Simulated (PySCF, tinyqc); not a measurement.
G0W0 on RHF in the sto-6g basis, for LiH, spin multiplicity 1, step by step. The lowest restricted solution is unstable here: a spin-polarised one lies 0.0002 hartree lower (PySCF). Computed by tinyqc, a small Python program that keeps every step (integrals from PySCF). Settings: charge = 0, multiplicity = 1, basis = sto-6g, method = RHF, energy threshold = 1e-10, iteration cap = 80, orthogonalisation = canonical, start = atomic densities, DIIS depth = 6. Command: `OMP_NUM_THREADS=1 python tinyqc.py 30591 30592 out.jsonl` (the two numbers bound the seeds that draw the settings). One thread of a shared host (Intel(R) Xeon(R) Processor @ 2.60GHz), about 0.1 s of CPU time with the checks. The early iterations of the SCF are left out here.

## One-electron integrals

Geometry (angstrom):
```
atom,x,y,z
Li,0.000000,0.000000,0.000000
H,0.000000,0.000000,2.074000
```

Basis sto-6g: exponents (1/bohr^2) and contraction coefficients of normalised primitives:
```
element,l (shell),exponent,coefficient
Li,s (1),167.175846,0.009164
Li,s (1),30.651508,0.049361
Li,s (1),8.575187,0.168538
Li,s (1),2.945808,0.370563
Li,s (1),1.143944,0.416492
Li,s (1),0.471139,0.130334
Li,s (2),6.597564,-0.013253
Li,s (2),1.305830,-0.046992
Li,s (2),0.405851,-0.033785
Li,s (2),0.156146,0.250242
Li,s (2),0.067814,0.595117
Li,s (2),0.031084,0.240706
Li,p (3),6.597564,0.003760
Li,p (3),1.305830,0.037679
Li,p (3),0.405851,0.173897
Li,p (3),0.156146,0.418036
Li,p (3),0.067814,0.425860
Li,p (3),0.031084,0.101708
H,s (1),35.523221,0.009164
H,s (1),6.513144,0.049361
H,s (1),1.822143,0.168538
H,s (1),0.625955,0.370563
H,s (1),0.243077,0.416492
H,s (1),0.100112,0.130334
```

Overlap, kinetic and nuclear-attraction integrals over the contracted functions; the nuclear repulsion is the sum of Za Zb / Rab.

nuclear repulsion = 0.76544437 hartree

overlap S, lower triangle:
```
,1Li 1s,1Li 2s,1Li 2px,1Li 2py,1Li 2pz,2H 1s
1Li 1s,1.000000
1Li 2s,0.235742,1.000000
1Li 2px,0.000000,0.000000,1.000000
1Li 2py,0.000000,0.000000,0.000000,1.000000
1Li 2pz,0.000000,0.000000,0.000000,0.000000,1.000000
2H 1s,0.024302,0.285024,0.000000,0.000000,0.401503,1.000000
```

kinetic energy T (hartree), lower triangle:
```
,1Li 1s,1Li 2s,1Li 2px,1Li 2py,1Li 2pz,2H 1s
1Li 1s,3.616742
1Li 2s,-0.110723,0.106524
1Li 2px,0.000000,0.000000,0.320007
1Li 2py,0.000000,0.000000,0.000000,0.320007
1Li 2pz,0.000000,0.000000,0.000000,0.000000,0.320007
2H 1s,-0.009131,0.016985,0.000000,0.000000,0.062247,0.768522
```

nuclear attraction V (hartree), lower triangle:
```
,1Li 1s,1Li 2s,1Li 2px,1Li 2py,1Li 2pz,2H 1s
1Li 1s,-8.322292
1Li 2s,-0.888510,-1.442743
1Li 2px,0.000000,0.000000,-1.418466
1Li 2py,0.000000,0.000000,0.000000,-1.418466
1Li 2pz,-0.010130,-0.094679,0.000000,0.000000,-1.491149
2H 1s,-0.095992,-0.459791,0.000000,0.000000,-0.656600,-2.004736
```

core Hamiltonian H = T + V (hartree), lower triangle:
```
,1Li 1s,1Li 2s,1Li 2px,1Li 2py,1Li 2pz,2H 1s
1Li 1s,-4.705550
1Li 2s,-0.999233,-1.336220
1Li 2px,0.000000,0.000000,-1.098459
1Li 2py,0.000000,0.000000,0.000000,-1.098459
1Li 2pz,-0.010130,-0.094679,0.000000,0.000000,-1.171141
2H 1s,-0.105123,-0.442806,0.000000,0.000000,-0.594353,-1.236214
```

## Two-electron integrals

Functions are numbered as in S; the eight-fold symmetry (ij|kl) = (ji|kl) = (kl|ij) leaves the list below.

Two-electron integrals (ij|kl) in chemists' order, unique and non-zero (hartree):
```
i,j,k,l,(ij|kl)
1,1,1,1,1.681247
2,1,1,1,0.242603
2,1,2,1,0.044507
2,2,1,1,0.397190
2,2,2,1,0.090279
2,2,2,2,0.290625
3,1,3,1,0.009437
3,2,3,1,0.014261
3,2,3,2,0.064236
3,3,1,1,0.397190
3,3,2,1,0.090279
3,3,2,2,0.290625
3,3,3,3,0.313125
4,1,4,1,0.009437
4,2,4,1,0.014261
4,2,4,2,0.064236
4,3,4,3,0.016875
4,4,1,1,0.397190
4,4,2,1,0.090279
4,4,2,2,0.290625
4,4,3,3,0.279374
4,4,4,4,0.313125
5,1,5,1,0.009437
5,2,5,1,0.014261
5,2,5,2,0.064236
5,3,5,3,0.016875
5,4,5,4,0.016875
5,5,1,1,0.397190
5,5,2,1,0.090279
5,5,2,2,0.290625
5,5,3,3,0.279374
5,5,4,4,0.279374
5,5,5,5,0.313125
6,1,1,1,0.024499
6,1,2,1,0.004427
6,1,2,2,0.009171
6,1,3,3,0.009039
6,1,4,4,0.009039
6,1,5,1,0.000596
6,1,5,2,0.001246
6,1,5,5,0.009437
6,1,6,1,0.000489
6,2,1,1,0.089491
6,2,2,1,0.020776
6,2,2,2,0.074889
6,2,3,3,0.070660
6,2,4,4,0.070660
6,2,5,1,0.003409
6,2,5,2,0.023132
6,2,5,5,0.083345
6,2,6,1,0.002550
6,2,6,2,0.036729
6,3,3,1,0.001388
6,3,3,2,0.007174
6,3,5,3,0.003132
6,3,6,3,0.002036
6,4,4,1,0.001388
6,4,4,2,0.007174
6,4,5,4,0.003132
6,4,6,4,0.002036
6,5,1,1,0.119048
6,5,2,1,0.027840
6,5,2,2,0.103164
6,5,3,3,0.096076
6,5,4,4,0.096076
6,5,5,1,0.005305
6,5,5,2,0.035903
6,5,5,5,0.117341
6,5,6,1,0.003527
6,5,6,2,0.054820
6,5,6,5,0.082472
6,6,1,1,0.255017
6,6,2,1,0.060054
6,6,2,2,0.238218
6,6,3,3,0.217974
6,6,4,4,0.217974
6,6,5,1,0.010000
6,6,5,2,0.087234
6,6,5,5,0.278708
6,6,6,1,0.007615
6,6,6,2,0.153192
6,6,6,5,0.235454
6,6,6,6,0.774999
```

## Orthogonalisation

S = U s U^T; canonical form X = U s^(-1/2), so that X^T S X = 1. Each column of U has its largest component positive (the first on a tie).

eigenvalues of S: 0.492693  0.808759  1.000000  1.000000  1.177083  1.521464

X:
```
,1,2,3,4,5,6
1Li 1s,0.262715,0.765982,0.000000,0.000000,0.604822,0.200043
1Li 2s,-0.664960,-0.597397,0.000000,0.000000,0.475444,0.386633
1Li 2px,0.000000,0.000000,0.773703,0.633549,0.000000,0.000000
1Li 2py,0.000000,0.000000,-0.633549,0.773703,0.000000,0.000000
1Li 2pz,-0.764734,0.488566,0.000000,0.000000,-0.464474,0.417245
2H 1s,0.966256,-0.232710,0.000000,0.000000,-0.204856,0.541909
```

Within a degenerate level the vectors are fixed only up to a rotation; this is one choice.

## Iteration 8 (converged): orbitals

converged F (hartree), lower triangle:
```
,1Li 1s,1Li 2s,1Li 2px,1Li 2py,1Li 2pz,2H 1s
1Li 1s,-2.402038
1Li 2s,-0.619796,-0.193396
1Li 2px,0.000000,0.000000,0.159666
1Li 2py,0.000000,0.000000,0.000000,0.159666
1Li 2pz,0.013575,-0.068548,0.000000,0.000000,0.046529
2H 1s,-0.065422,-0.205111,0.000000,0.000000,-0.201675,-0.089535
```

Diagonalise F' = X^T F X, C = X C', fill 2 alpha and 2 beta electrons from the bottom; D = 2 C_occ C_occ^T. Each column has its largest component positive (the first on a tie).

F' = X^T F X (hartree), lower triangle:
```
,1,2,3,4,5,6
1,0.362104
2,-0.248603,-0.842548
3,0.000000,0.000000,0.159666
4,0.000000,0.000000,0.000000,0.159666
5,-0.216574,-1.094802,0.000000,0.000000,-1.232143
6,-0.102464,-0.375368,0.000000,0.000000,-0.515621,-0.450285
```

orbital energies (hartree): MO1 -2.403378, MO2 -0.243970, MO3 0.071990, MO4 0.159666, MO5 0.159666, MO6 0.412485

coefficients C:
```
,MO1,MO2,MO3,MO4,MO5,MO6
1Li 1s,0.994102,-0.140039,-0.204416,0.000000,0.000000,0.109261
1Li 2s,0.023875,0.482760,0.800988,0.000000,0.000000,-0.547154
1Li 2px,0.000000,0.000000,0.000000,0.872278,0.489011,0.000000
1Li 2py,0.000000,0.000000,0.000000,-0.489011,0.872278,0.000000
1Li 2pz,-0.004722,0.332165,-0.595031,0.000000,0.000000,-0.865405
2H 1s,-0.000380,0.592941,-0.184452,0.000000,0.000000,0.968418
```

D after iteration 8, lower triangle:
```
,1Li 1s,1Li 2s,1Li 2px,1Li 2py,1Li 2pz,2H 1s
1Li 1s,2.015701
1Li 2s,-0.087742,0.467254
1Li 2px,0.000000,0.000000,0.000000
1Li 2py,0.000000,0.000000,0.000000,0.000000
1Li 2pz,-0.102420,0.320486,0.000000,0.000000,0.220711
2H 1s,-0.166826,0.572478,0.000000,0.000000,0.393912,0.703158
```

Within a degenerate level the vectors are fixed only up to a rotation; this is one choice.

## Convergence

Stop when the energy changes by less than 1e-10 hartree and every element of the error matrix X^T (F D S - S D F) X is below 3e-06.

Course of the cycle:
```
iteration,E (hartree),change,largest element of the error matrix
1,-7.72544518,-,9.01e-02
2,-7.90060498,-1.75e-01,9.77e-02
3,-7.90989742,-9.29e-03,3.26e-02
4,-7.91193231,-2.03e-03,5.68e-03
5,-7.91214776,-2.15e-04,7.74e-04
6,-7.91215151,-3.75e-06,5.00e-05
7,-7.91215153,-1.86e-08,6.94e-07
8,-7.91215153,-2.99e-12,2.34e-08
```

PySCF RHF in the same basis = -7.91215153 hartree

Converged in 8 iterations.

## Integrals over molecular orbitals

(pq|rs) = sum C_ip C_jq C_kr C_ls (ij|kl), one index at a time.

one-electron integrals over orbitals h = C^T H C (hartree), lower triangle:
```
,1,2,3,4,5,6
1,-4.698228
2,0.095280,-1.332021
3,0.164895,0.013086,-1.103182
4,0.000000,0.000000,0.000000,-1.098459
5,0.000000,0.000000,0.000000,0.000000,-1.098459
6,-0.055648,0.035533,0.025297,0.000000,0.000000,-1.017704
```

Two-electron integrals over orbitals (pq|rs), unique and non-zero (hartree):
```
p,q,r,s,(pq|rs)
1,1,1,1,1.665227
2,1,1,1,-0.098483
2,1,2,1,0.010375
2,2,1,1,0.319999
2,2,2,1,0.003203
2,2,2,2,0.458429
3,1,1,1,-0.144552
3,1,2,1,0.010974
3,1,2,2,-0.011477
3,1,3,1,0.023258
3,2,1,1,0.026973
3,2,2,1,-0.002611
3,2,2,2,-0.056058
3,2,3,1,-0.000508
3,2,3,2,0.018663
3,3,1,1,0.396260
3,3,2,1,-0.009071
3,3,2,2,0.212286
3,3,3,1,0.000865
3,3,3,2,0.013356
3,3,3,3,0.331645
4,1,4,1,0.010039
4,2,4,1,0.007106
4,2,4,2,0.020915
4,3,4,1,0.010360
4,3,4,2,0.019883
4,3,4,3,0.041653
4,4,1,1,0.396969
4,4,2,1,-0.003373
4,4,2,2,0.247571
4,4,3,1,-0.004794
4,4,3,2,0.012279
4,4,3,3,0.280717
4,4,4,4,0.313125
5,1,5,1,0.010039
5,2,5,1,0.007106
5,2,5,2,0.020915
5,3,5,1,0.010360
5,3,5,2,0.019883
5,3,5,3,0.041653
5,4,5,4,0.016875
5,5,1,1,0.396969
5,5,2,1,-0.003373
5,5,2,2,0.247571
5,5,3,1,-0.004794
5,5,3,2,0.012279
5,5,3,3,0.280717
5,5,4,4,0.279374
5,5,5,5,0.313125
6,1,1,1,0.072302
6,1,2,1,-0.009792
6,1,2,2,-0.007448
6,1,3,1,-0.005192
6,1,3,2,0.002647
6,1,3,3,0.011996
6,1,4,4,0.001479
6,1,5,5,0.001479
6,1,6,1,0.011621
6,2,1,1,-0.078549
6,2,2,1,0.001758
6,2,2,2,0.111773
6,2,3,1,0.003982
6,2,3,2,-0.041704
6,2,3,3,-0.020128
6,2,4,4,-0.035234
6,2,5,5,-0.035234
6,2,6,1,0.000668
6,2,6,2,0.131393
6,3,1,1,0.019317
6,3,2,1,-0.002075
6,3,2,2,-0.055414
6,3,3,1,0.004262
6,3,3,2,0.014683
6,3,3,3,0.036387
6,3,4,4,0.006627
6,3,5,5,0.006627
6,3,6,1,0.004206
6,3,6,2,-0.036769
6,3,6,3,0.028861
6,4,4,1,-0.005975
6,4,4,2,-0.018620
6,4,4,3,-0.012513
6,4,6,4,0.019628
6,5,5,1,-0.005975
6,5,5,2,-0.018620
6,5,5,3,-0.012513
6,5,6,5,0.019628
6,6,1,1,0.357099
6,6,2,1,0.001103
6,6,2,2,0.429503
6,6,3,1,-0.010847
6,6,3,2,-0.046440
6,6,3,3,0.238225
6,6,4,4,0.260601
6,6,5,5,0.260601
6,6,6,1,-0.005028
6,6,6,2,0.102784
6,6,6,3,-0.044846
6,6,6,6,0.425514
```

## Screening: direct RPA

With D = e_a - e_i and K = (ia|jb): diagonalise D^(1/2) (D + 4K) D^(1/2) = Z w^2 Z^T; X + Y = D^(1/2) Z w^(-1/2), each column of Z with its largest component positive (the first on a tie); E_c = (sum w - tr (D + 2K)) / 2.

D^(1/2) (D + 4K) D^(1/2) (hartree^2), lower triangle:
```
,1>3,1>4,1>5,1>6,2>3,2>4,2>5,2>6
1>3,6.357729
1>4,0.000000,6.672112
1>5,0.000000,0.000000,6.672112
1>6,-0.054835,0.000000,0.000000,8.059977
2>3,-0.001796,0.000000,0.000000,0.009986,0.123418
2>4,0.000000,0.028909,0.000000,0.000000,0.000000,0.196691
2>5,0.000000,0.000000,0.028909,0.000000,0.000000,0.000000,0.196691
2>6,0.020306,0.000000,0.000000,0.003631,-0.075972,0.000000,0.000000,0.775947
```

excitation energies w (hartree): 0.338638  0.443353  0.443353  0.885777  2.521119  2.583068  2.583068  2.839323

X + Y:
```
,1,2,3,4,5,6,7,8
1>3,-0.000262,0.000000,0.000000,-0.006119,0.990366,0.000000,0.000000,-0.030028
1>4,0.000000,-0.009709,-0.004578,0.000000,0.000000,-0.676482,0.731163,0.000000
1>5,0.000000,0.004578,-0.009709,0.000000,0.000000,0.731163,0.676482,0.000000
1>6,-0.003753,0.000000,0.000000,-0.000654,0.033986,0.000000,0.000000,0.995344
2>3,0.959620,0.000000,0.000000,-0.068174,-0.000100,0.000000,0.000000,0.000421
2>4,0.000000,0.863018,0.406938,0.000000,0.000000,-0.001198,0.001295,0.000000
2>5,0.000000,-0.406938,0.863018,0.000000,0.000000,0.001295,0.001198,0.000000
2>6,0.158928,0.000000,0.000000,0.855243,0.001869,0.000000,0.000000,0.000190
```

RPA correlation energy = -0.02649598 hartree

Within a degenerate level the vectors are fixed only up to a rotation; this is one choice.

## G0W0 on Hartree-Fock: HOMO

W(p,q,m) = sqrt2 sum_ia (pq|ia) (X+Y)_ia,m; Sigma_c(x) = sum_(i,m) W^2/(x - e_i + w_m) + sum_(a,m) W^2/(x - e_a - w_m); solve x = e_p + Sigma_c(x) by Newton steps; Z = 1/(1 - dSigma/dx); 1 hartree = 27.211386 eV.

The 12 largest terms at x = e_p (hartree; W for the signs of X + Y given):
```
q,m,W,term
2,4,0.140700,0.022349
6,4,0.162905,-0.017208
2,1,-0.050912,0.007654
3,4,-0.052238,-0.002271
4,2,0.025429,-0.000763
5,3,0.025429,-0.000763
6,1,-0.027070,-0.000736
3,1,0.015941,-0.000388
5,2,-0.011991,-0.000170
4,3,0.011991,-0.000170
2,5,-0.016129,0.000103
1,5,0.014904,0.000047
```

Newton steps (hartree):
```
step,x,Sigma_c(x),Z
0,-0.243970,0.007682,0.939391
1,-0.236753,0.007221,0.940407
2,-0.236749,0.007221,0.940407
```

quasiparticle energy of the HOMO = -6.442263 eV

Hartree-Fock value = -6.638749 eV

## G0W0 on Hartree-Fock: LUMO

As before.

The 12 largest terms at x = e_p (hartree; W for the signs of X + Y given):
```
q,m,W,term
2,4,-0.052238,0.002271
6,4,-0.045929,-0.001720
4,2,0.024125,-0.001096
5,3,0.024125,-0.001096
3,4,-0.025651,-0.000743
3,1,0.013537,-0.000541
2,1,0.015941,0.000388
5,2,-0.011376,-0.000244
4,3,0.011376,-0.000244
1,5,0.032336,0.000209
6,1,0.011639,-0.000199
3,8,0.016852,-0.000100
```

Newton steps (hartree):
```
step,x,Sigma_c(x),Z
0,0.071990,-0.003276,0.988325
1,0.068752,-0.003238,0.988414
2,0.068752,-0.003238,0.988414
```

quasiparticle energy of the LUMO = 1.870832 eV

Hartree-Fock value = 1.958936 eV
